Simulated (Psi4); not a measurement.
# AlNH6 (SMILES [NH3+][AlH3-]): levels of theory compared

Aim: a comparison of 6 runs (HF/3-21G, HF/6-31G*, B3LYP/6-31G*, EOM-CC2/3-21G, CCSD/6-31G**, CCSD(T)/3-21G) of AlNH6. 

Program for the calculation: Psi4 1.11.

6 further runs of the same task are left out: 1 that didn't finish, 5 set aside as unsound or not needed.

### Step 1. The molecule

AlNH6: 8 atoms, total charge 0, spin state singlet. As SMILES, `[NH3+][AlH3-]`. The shape is that of a PBE0-D4/def2-TZVP optimisation.

Bond lengths: N1–Al2 2.061 Å, N1–H3 1.015 Å, N1–H4 1.015 Å, N1–H5 1.015 Å, Al2–H6 1.603 Å, Al2–H7 1.603 Å, Al2–H8 1.603 Å. Some angles: N1–Al2–H6 99.3°, N1–Al2–H7 99.3°, N1–Al2–H8 99.3°, Al2–N1–H3 111.0°, Al2–N1–H4 111.0°, Al2–N1–H5 111.0°, H6–Al2–H7 117.5°, H6–Al2–H8 117.5°, H7–Al2–H8 117.5°, H3–N1–H4 107.9°.

### Step 2. Energy and forces at HF/3-21G (run 1)

calc.py

```python
import psi4

psi4.set_memory(1600000000)
psi4.set_num_threads(1)
psi4.core.set_output_file('output.dat', False)

molecule = psi4.geometry("""
0 1
N
Al 1 2.060813
H 1 1.014895 2 111.01322
H 1 1.014812 3 107.88481 2 121.84691
H 1 1.01487 4 107.88666 3 -116.30458
H 2 1.603192 1 99.25593 4 -59.9966
H 2 1.603105 6 117.46523 1 105.57433
H 2 1.60321 7 117.46245 6 -148.85086
symmetry c1
""")

psi4.set_options({
    'basis': '3-21G',
    'reference': 'rhf',
    'puream': True,
    'e_convergence': 1e-09,
    'd_convergence': 1e-08,
    'scf_type': 'pk',
})

e = psi4.gradient('scf')
print('gradient / Eh bohr^-1')
print(e.np.round(6))
```

Started as:

```sh
$ python calc.py
```

output.dat:

```text
[...]
  Running in c1 symmetry.
[...]
  Nuclear repulsion =   62.106513340608032
[...]
  Multiplicity = 1
[...]
  Nalpha       = 13
  Nbeta        = 13
[...]
    Number of basis functions: 34
[...]
   @RHF iter   1:  -298.18288373598733   -8.02346e-01   7.54294e-03 ADIIS/DIIS
[...]
   @RHF iter   9:  -298.22404527874426   -2.84217e-12   9.45996e-09 DIIS
[...]
    Orbital Energies [Eh]
    ---------------------
    Doubly Occupied:
       1A    -58.006033     2A    -15.568273     3A     -4.813240
       4A     -3.117214     5A     -3.117214     6A     -3.116864
       7A     -1.245586     8A     -0.724726     9A     -0.724689
      10A     -0.618105    11A     -0.474755    12A     -0.379995
      13A     -0.379976
[...]
  @RHF Final Energy:  -298.22404527874426
   => Energetics <=
    Nuclear Repulsion Energy =             62.1065133406080321
    One-Electron Energy =                -536.0877758449314570
    Two-Electron Energy =                 175.7572172255791543
    Total Energy =                       -298.2240452787442564
[...]
 Multipole Moments:
 ------------------------------------------------------------------------------------
     Multipole            Electronic (a.u.)      Nuclear  (a.u.)        Total (a.u.)
 ------------------------------------------------------------------------------------
 L = 1.  Multiply by 2.5417464519 to convert [e a0] to [Debye]
 Dipole X            :          0.0002916           -0.0000729            0.0002187
 Dipole Y            :          0.0001274            0.0000315            0.0001589
 Dipole Z            :          0.1783219           -2.5535301           -2.3752083
 Magnitude           :                                                    2.3752083
[...]
  -Total Gradient:
     Atom            X                  Y                   Z
    ------   -----------------  -----------------  -----------------
       1       -0.000050821431    -0.000050077186     0.009963379218
       2        0.000022985082     0.000017421001     0.007696912901
       3        0.000006192897     0.000972386650    -0.003991485830
       4       -0.000787124802    -0.000452212276    -0.003963802850
       5        0.000829079792    -0.000469143208    -0.003983159999
       6        0.003632284634    -0.002099725203    -0.001908134652
       7       -0.003651088989    -0.002109222483    -0.001909507432
       8       -0.000001507182     0.004190572705    -0.001904201356
[...]
```

On the terminal:

```text
gradient / Eh bohr^-1
[[-5.100e-05 -5.000e-05  9.963e-03]
 [ 2.300e-05  1.700e-05  7.697e-03]
 [ 6.000e-06  9.720e-04 -3.991e-03]
 [-7.870e-04 -4.520e-04 -3.964e-03]
 [ 8.290e-04 -4.690e-04 -3.983e-03]
 [ 3.632e-03 -2.100e-03 -1.908e-03]
 [-3.651e-03 -2.109e-03 -1.910e-03]
 [-2.000e-06  4.191e-03 -1.904e-03]]
```

Wall time 2.7 s (1 thread of Intel Xeon 6975P-C (Granite Rapids), shared host); peak memory 0.18 GiB.

### Step 3. Energy and gradient at HF/6-31G(d) (spherical functions) (run 2)

alh6n.json

```json
{
 "schema_name": "qcschema_input",
 "schema_version": 1,
 "molecule": {
  "schema_name": "qcschema_molecule",
  "schema_version": 2,
  "symbols": ["N", "Al", "H", "H", "H", "H", "H", "H"],
  "geometry": [-0.53913886, -0.18538213, -1.79089345, 0.62776702, 0.17215405, 1.90730058, 0.39419687, 1.0446406, -2.92850858, -2.41677074, 0.16761871, -1.9568114, -0.21278316, -1.95775627, -2.44681739, -0.11546227, 3.07174982, 2.37462985, 3.56572422, -0.47810071, 1.55656741, -1.12911136, -1.94282743, 3.17965318],
  "molecular_charge": 0,
  "molecular_multiplicity": 1,
  "fix_symmetry": "c1"
 },
 "driver": "gradient",
 "model": {
  "method": "scf",
  "basis": "6-31G*"
 },
 "keywords": {
  "puream": true,
  "e_convergence": 1e-09,
  "d_convergence": 1e-08,
  "scf_type": "pk",
  "scf_properties": ["MAYER_INDICES", "QUADRUPOLE", "WIBERG_LOWDIN_INDICES"]
 }
}
```

Started as:

```sh
$ psi4 --qcschema alh6n.json -n 1 --memory 1600MB
```

stdout:

```text
[...]
  Running in c1 symmetry.
[...]
  Nuclear repulsion =   62.106506500677312
[...]
  Multiplicity = 1
[...]
  Nalpha       = 13
  Nbeta        = 13
[...]
    Number of basis functions: 44
[...]
   @RHF iter   1:  -299.78747016423966   -7.57772e-01   7.03886e-03 DIIS/ADIIS
[...]
   @RHF iter  10:  -299.84579780616650   -5.68434e-14   2.58666e-09 DIIS
[...]
    Orbital Energies [Eh]
    ---------------------
    Doubly Occupied:
       1A    -58.408819     2A    -15.639408     3A     -4.835092
       4A     -3.150083     5A     -3.147976     6A     -3.147975
       7A     -1.243385     8A     -0.726767     9A     -0.726729
      10A     -0.614871    11A     -0.474318    12A     -0.384575
      13A     -0.384557
[...]
  @RHF Final Energy:  -299.84579780616650
   => Energetics <=
    Nuclear Repulsion Energy =             62.1065065006773125
    One-Electron Energy =                -538.1354945438400819
    Two-Electron Energy =                 176.1831902369962961
    Total Energy =                       -299.8457978061665017
[...]
 Multipole Moments:
 ------------------------------------------------------------------------------------
     Multipole            Electronic (a.u.)      Nuclear  (a.u.)        Total (a.u.)
 ------------------------------------------------------------------------------------
 L = 1.  Multiply by 2.5417464519 to convert [e a0] to [Debye]
 Dipole X            :          0.0857754           -0.7651699           -0.6793945
 Dipole Y            :          0.0260843           -0.2343622           -0.2082780
 Dipole Z            :          0.2708514           -2.4248932           -2.1540418
 Magnitude           :                                                    2.2682268
 L = 2.  Multiply by 1.3450342976 to convert [e a0^2] to [Debye ang]
 Quadrupole XX       :        -44.9297100           26.4550074          -18.4747026
 Quadrupole XY       :         -2.3475161            2.5234881            0.1759720
[...]
  -Total Gradient:
     Atom            X                  Y                   Z
    ------   -----------------  -----------------  -----------------
       1        0.003794435939     0.001181810555     0.012265769246
       2       -0.000994716264    -0.000316363822    -0.003248080005
       3        0.004616825925     0.005864542806    -0.004711377637
       4       -0.008583773577     0.001718798879    -0.000115150445
       5        0.001751689659    -0.008278528746    -0.002430863322
       6       -0.000190617013    -0.000052062599    -0.000589613782
       7       -0.000200617360    -0.000054785329    -0.000587426476
       8       -0.000193227310    -0.000063411744    -0.000583257580
[...]
```

The result, in JSON:

```text
{
 "driver": "gradient",
 "model": {
  "method": "scf",
  "basis": "6-31G*"
 },
 "success": true,
 "return_result": [0.003794435939290977, 0.0011818105546926166, 0.012265769245577929, -0.0009947162641194274, -0.00031636382182993056, -0.0032480800048044663, 0.004616825925222223, 0.005864542805729622, -0.004711377636790054, -0.008583773576954778, 0.0017187988793050113, -0.00011515044472913682, 0.0017516896594327105, -0.008278528745697733, -0.0024308633223725645, -0.00019061701328036001, -5.206259936366142e-05, -0.0005896137822825852, -0.00020061735994808538, -5.478532870234476e-05, -0.0005874264758184075, -0.00019322730957321843, -6.341174432895891e-05, -0.0005832575804624665],
 "properties": {
  "calcinfo_nbasis": 44,
  "calcinfo_nmo": 44,
  "calcinfo_nalpha": 13,
  "calcinfo_nbeta": 13,
  "calcinfo_natom": 8,
  "nuclear_repulsion_energy": 62.10650650067731,
  "return_energy": -299.8457978061665,
  "return_gradient": [0.003794435939290977, 0.0011818105546926166, 0.012265769245577929, -0.0009947162641194274, -0.00031636382182993056, -0.0032480800048044663, 0.004616825925222223, 0.005864542805729622, -0.004711377636790054, -0.008583773576954778, 0.0017187988793050113, -0.00011515044472913682, 0.0017516896594327105, -0.008278528745697733, -0.0024308633223725645, -0.00019061701328036001, -5.206259936366142e-05, -0.0005896137822825852, -0.00020061735994808538, -5.478532870234476e-05, -0.0005874264758184075, -0.00019322730957321843, -6.341174432895891e-05, -0.0005832575804624665],
  "scf_one_electron_energy": -538.1354945438401,
  "scf_two_electron_energy": 176.1831902369963,
  "scf_dipole_moment": [-0.6793945075351844, -0.20827796272700805, -2.154041796678348],
  "scf_total_energy": -299.8457978061665,
  "scf_total_gradient": [0.003794435939290977, 0.0011818105546926166, 0.012265769245577929, -0.0009947162641194274, -0.00031636382182993056, -0.0032480800048044663, 0.004616825925222223, 0.005864542805729622, -0.004711377636790054, -0.008583773576954778, 0.0017187988793050113, -0.00011515044472913682, 0.0017516896594327105, -0.008278528745697733, -0.0024308633223725645, -0.00019061701328036001, -5.206259936366142e-05, -0.0005896137822825852, -0.00020061735994808538, -5.478532870234476e-05, -0.0005874264758184075, -0.00019322730957321843, -6.341174432895891e-05, -0.0005832575804624665],
  "scf_iterations": 10
 }
}
```

It took 3.3 s on 1 thread of Intel Xeon 6975P-C (Granite Rapids), shared host; peak memory 0.2 GiB.

### Step 4. Energy and forces at B3LYP/6-31G(d) (Cartesian functions) (run 3)

job.in

```
memory 1600 mb

molecule m {
  N
  Al 1 2.060813
  H 1 1.014895 2 111.01322
  H 1 1.014812 3 107.88481 2 121.84691
  H 1 1.01487 4 107.88666 3 -116.30458
  H 2 1.603192 1 99.25593 4 -59.9966
  H 2 1.603105 6 117.46523 1 105.57433
  H 2 1.60321 7 117.46245 6 -148.85086
  symmetry c1
  no_reorient
  no_com
}

set {
  basis                6-31G*
  reference            rks
  puream               false
  e_convergence        1e-09
  d_convergence        1e-08
  scf_type             pk
  dft_radial_points    99
  dft_spherical_points 590
}

result, w = gradient("b3lyp", return_wfn=True)
```

Started as:

```sh
$ psi4 job.in job.out -n 1
```

job.out:

```text
[...]
  Running in c1 symmetry.
[...]
  Nuclear repulsion =   62.106513340608032
[...]
  Multiplicity = 1
[...]
  Nalpha       = 13
  Nbeta        = 13
[...]
    Number of basis functions: 46
[...]
   @RKS iter   1:  -300.61628946748203   -4.02247e-01   1.38364e-02 ADIIS/DIIS
[...]
   @RKS iter   9:  -300.80358211980865   -7.95808e-13   2.11385e-09 DIIS
[...]
    Orbital Energies [Eh]
    ---------------------
    Doubly Occupied:
       1A    -55.995014     2A    -14.411396     3A     -4.084188
       4A     -2.640145     5A     -2.635265     6A     -2.635265
       7A     -0.949419     8A     -0.554939     9A     -0.554911
      10A     -0.444695    11A     -0.332864    12A     -0.261467
      13A     -0.261453
[...]
  @RKS Final Energy:  -300.80358211980865
   => Energetics <=
    Nuclear Repulsion Energy =             62.1065133406080321
    One-Electron Energy =                -538.2520346176002022
    Two-Electron Energy =                 197.7818494516749865
    DFT Exchange-Correlation Energy =     -22.4399102944914617
    Empirical Dispersion Energy =           0.0000000000000000
    VV10 Nonlocal Energy =                  0.0000000000000000
    Total Energy =                       -300.8035821198086524
[...]
 Multipole Moments:
 ------------------------------------------------------------------------------------
     Multipole            Electronic (a.u.)      Nuclear  (a.u.)        Total (a.u.)
 ------------------------------------------------------------------------------------
 L = 1.  Multiply by 2.5417464519 to convert [e a0] to [Debye]
 Dipole X            :          0.0002643           -0.0000729            0.0001914
 Dipole Y            :          0.0001090            0.0000315            0.0001405
 Dipole Z            :          0.2999959           -2.5535301           -2.2535342
 Magnitude           :                                                    2.2535342
[...]
  -Total Gradient:
     Atom            X                  Y                   Z
    ------   -----------------  -----------------  -----------------
       1       -0.000048713649    -0.000048214642    -0.001784795597
       2        0.000021226155     0.000016280992    -0.003342013796
       3        0.000005310559    -0.004175897273     0.001994741938
       4        0.003671464312     0.002121482051     0.002022961010
       5       -0.003630198316     0.002103353588     0.002003666507
       6        0.000413004082    -0.000240738263    -0.000298916481
       7       -0.000430412510    -0.000249862985    -0.000300093603
       8       -0.000001606203     0.000473581156    -0.000295174537
[...]
```

Wall time 11 s (1 thread of Intel Xeon 6975P-C (Granite Rapids), shared host); peak memory 0.81 GiB.

Runs 4 to 5 aren't shown in full; the table further down has their settings and results.

### Step 5. The energy at CCSD(T)/3-21G (DKH3, density fitting, density fitting for correlation) (run 6)

alh6n.dat

```
memory 1600 mb

molecule molecule1 {
  N
  Al 1 r2
  H 1 r3 2 a3
  H 1 r4 3 a4 2 d4
  H 1 r5 4 a5 3 d5
  H 2 r6 1 a6 4 d6
  H 2 r7 6 a7 1 d7
  H 2 r8 7 a8 6 d8

  r2 = 2.060813
  r3 = 1.014895
  a3 = 111.01322
  r4 = 1.014812
  a4 = 107.88481
  d4 = 121.84691
  r5 = 1.01487
  a5 = 107.88666
  d5 = -116.30458
  r6 = 1.603192
  a6 = 99.25593
  d6 = -59.9966
  r7 = 1.603105
  a7 = 117.46523
  d7 = 105.57433
  r8 = 1.60321
  a8 = 117.46245
  d8 = -148.85086
}

set {
  basis 3-21G
  reference rhf
  scf_type df
  cc_type df
  relativistic dkh
  dkh_order 3
}

e_tot, wfn = energy("ccsd(t)", return_wfn=True)
```

Started as:

```sh
$ psi4 alh6n.dat alh6n.out -n 1
```

alh6n.out:

```text
[...]
  Running in c1 symmetry.
[...]
  Nuclear repulsion =   62.106513340608032
[...]
  Multiplicity = 1
[...]
  Nalpha       = 13
  Nbeta        = 13
[...]
    Number of basis functions: 34
[...]
   @DF-RHF iter   1:  -298.57826180032367   -8.04091e-01   7.56295e-03 ADIIS/DIIS
[...]
   @DF-RHF iter   9:  -298.61963399205962   -2.78533e-12   9.53311e-09 DIIS
[...]
    Orbital Energies [Eh]
    ---------------------
    Doubly Occupied:
       1A    -58.138518     2A    -15.577923     3A     -4.835402
       4A     -3.121370     5A     -3.121370     6A     -3.121041
       7A     -1.246337     8A     -0.724424     9A     -0.724386
      10A     -0.618132    11A     -0.474948    12A     -0.379888
      13A     -0.379869
[...]
  @DF-RHF Final Energy:  -298.61963399205962
   => Energetics <=
    Nuclear Repulsion Energy =             62.1065133406080321
    One-Electron Energy =                -536.5250805679288533
    Two-Electron Energy =                 175.7989332352611598
    Total Energy =                       -298.6196339920596756
[...]
 Multipole Moments:
 ------------------------------------------------------------------------------------
     Multipole            Electronic (a.u.)      Nuclear  (a.u.)        Total (a.u.)
 ------------------------------------------------------------------------------------
 L = 1.  Multiply by 2.5417464519 to convert [e a0] to [Debye]
 Dipole X            :          0.0002915           -0.0000729            0.0002185
 Dipole Y            :          0.0001273            0.0000315            0.0001588
 Dipole Z            :          0.1805064           -2.5535301           -2.3730237
 Magnitude           :                                                    2.3730237
[...]
      * MP2 total energy:                  -298.784683621450
[...]
      * CCSD total energy:                 -298.812885732728
[...]
      * CCSD(T) total energy                -298.815934506741
[...]
```

Run time: 4.2 s. Hardware: 1 thread of Intel Xeon 6975P-C (Granite Rapids), shared host; peak memory 0.2 GiB.

### Step 6. All runs side by side

| run | level | Cartesian functions | integration grid | energy (Eh) | HOMO energy (eV) | LUMO energy (eV) | HOMO–LUMO gap (eV) | wall time |
| --- | --- | --- | --- | --- | --- | --- | --- | --- |
| 1 | HF/3-21G | no | – | -298.224045 | -10.34 | 3.43 | 13.77 | 2.7 s |
| 2 | HF/6-31G* (spherical functions) | no | – | -299.845798 | -10.46 | 2.91 | 13.38 | 3.3 s |
| 3 | B3LYP/6-31G* (Cartesian functions) | yes | 99 radial × 590 angular | -300.803582 | -7.11 | -0.17 | 6.95 | 11 s |
| 4 | EOM-CC2/3-21G | yes | – | -298.390919 | -10.34 | 3.43 | 13.77 | 9.3 s |
| 5 | CCSD/6-31G** (spherical functions) | no | – | -300.157017 | -10.45 | 2.92 | 13.37 | 8.7 s |
| 6 | CCSD(T)/3-21G (DKH3, density fitting, density fitting for correlation) | yes | – | -298.815935 | -10.34 | 3.43 | 13.76 | 4.2 s |

### Step 7. Summary of results

| quantity | value |
| --- | --- |
| run 6: total energy | -298.81593 Eh |
| run 6: HOMO energy (Hartree–Fock orbitals) | -10.34 eV |
| run 6: LUMO energy (Hartree–Fock orbitals) | 3.43 eV |
| run 6: HOMO–LUMO gap (Hartree–Fock orbitals) | 13.76 eV |
| run 6: correlation energy | -196.3 mEh |
| run 6: (T) correction | -3.05 mEh |
| run 6: T1 diagnostic | 0.007 |

**Reading.** Over runs 1, 2, 3 the dipole moment (its size) runs from 5.73 D (B3LYP/6-31G*) to 6.04 D (HF/3-21G). The two ends differ in method and basis. Over runs 1, 2, 3 the HOMO–LUMO gap runs from 6.95 eV (B3LYP/6-31G*) to 13.77 eV (HF/3-21G). Some runs of one species differ in core potentials or relativity; totals across that change don't compare. All runs together took 40 s, the longest 11 s.
